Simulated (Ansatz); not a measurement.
**H3O (doublet): from Hartree-Fock to the top rungs at distance H1–H2 along a hydrogen transfer = 0.838 Å, cc-pVDZ**

Aim: climb from Hartree-Fock through coupled cluster and multireference methods for H3O (doublet) at one geometry and basis, and see what each rung misses.

Method: cc-pVDZ, core rule «outside noble gas», up to 1 orbitals frozen; program: Ansatz 0.2.0, Gaussian basis.

To be run: UHF; CCSD(T) on ROHF; CCSD(T) on UHF; BCCD(T) on ROHF; CISD; CCSDT(Q) on ROHF; CCSDT(Q) on UHF; CCSDTQ on ROHF; CCSDTQ on UHF; CASSCF and MRCISD+Q, 3 electrons in 3 orbitals; CASSCF and NEVPT2, 3 electrons in 3 orbitals; CASSCF and MRCISD+Q, 9 electrons in 7 orbitals; CASSCF and NEVPT4(SD), 9 electrons in 7 orbitals; CASSCF and NEVPT2, 9 electrons in 7 orbitals.

## (1) The geometry

The geometry derives from fragments relaxed apart (PBE0/def2-TZVP) and kept rigid, so it is no stationary point. A hydrogen atom is moved between rigid fragments.

4 atoms, charge 0, spin multiplicity 2.

Atoms are counted from 1 here; the program's logs count them from 0.

Bond lengths: H1–H2 0.838 Å, H2–O3 1.114 Å, O3–H4 0.973 Å. Angles: H1–H2–O3 180.0°, H2–O3–H4 105.0°.

## (2) UHF

The input, in.yaml:

```yaml
crystal:
  periodic: [false, false, false]
  atoms:
    - {symbol: H, position_ang: [-1.802894, 0.049803, 0.000000]}
    - {symbol: H, position_ang: [-0.964894, 0.049803, 0.000000]}
    - {symbol: O, position_ang: [0.149106, 0.049803, 0.000000]}
    - {symbol: H, position_ang: [0.400965, -0.890147, 0.000000]}
basis:
  gaussian: {orbitals: cc-pVDZ}
magnetization: {spin_polarized: true, initial_magnetization: 1}
hamiltonian: {xc: hf}
output: {orbitals: {seedname: orbitals}}
```

Command:

```
$ ansatz run in.yaml --threads 1 --pin off --events-out ev --progress --plain --max-ram 4096MiB --backend cpu
```

After this run come: CCSD(T) on ROHF; CCSD(T) on UHF; BCCD(T) on ROHF; CISD; CCSDT(Q) on ROHF; CCSDT(Q) on UHF; CCSDTQ on ROHF; CCSDTQ on UHF; CASSCF and MRCISD+Q, 3 electrons in 3 orbitals; CASSCF and NEVPT2, 3 electrons in 3 orbitals; CASSCF and MRCISD+Q, 9 electrons in 7 orbitals; CASSCF and NEVPT4(SD), 9 electrons in 7 orbitals; CASSCF and NEVPT2, 9 electrons in 7 orbitals.

**Question.** What will the summary of the whole plan be? Wanted: UCCSDTQ below the RHF energy; RMP2 from UCCSDTQ; UMP2 from UCCSDTQ; RCCSD from UCCSDTQ; RCCSD(T) from UCCSDTQ; UCCSD(T) from UCCSDTQ; RCCSDT(Q) from UCCSDTQ; UCCSDT(Q) from UCCSDTQ; NEVPT2 valence from UCCSDTQ.

As calculated:

| quantity | value |
| --- | --- |
| UCCSDTQ below the RHF energy | -6.5578 eV |
| RMP2 from UCCSDTQ | +442.8 meV |
| UMP2 from UCCSDTQ | +593.4 meV |
| RCCSD from UCCSDTQ | +137.2 meV |
| RCCSD(T) from UCCSDTQ | +22.7 meV |
| UCCSD(T) from UCCSDTQ | +22.2 meV |
| RCCSDT(Q) from UCCSDTQ | -0.8 meV |
| UCCSDT(Q) from UCCSDTQ | -0.7 meV |
| NEVPT2 valence from UCCSDTQ | +718.8 meV |
| NEVPT4(SD) valence from UCCSDTQ | +64.6 meV |
| MRCISD+Q valence from UCCSDTQ | +19.7 meV |
| levels within 1 kcal/mol (43 meV) | RCCSD(T), UCCSD(T), BCCD(T), RCCSDT, UCCSDT, RCCSDT(Q), UCCSDT(Q), RCCSDTQ, MRCISD+Q valence |
| T1 diagnostic | 0.019 |
| effectively unpaired electrons | 1.01 |

In words: RCCSD(T) misses by +22.7 meV, 0.3 % of the correlation energy. One determinant dominates. Of the multireference levels listed MRCISD+Q valence comes nearest in total energy (+19.7 meV), which doesn't show that its space is the better one. These misses are within one basis, not against nature; the frozen cores of restricted and unrestricted runs differ, which can shift their rows.
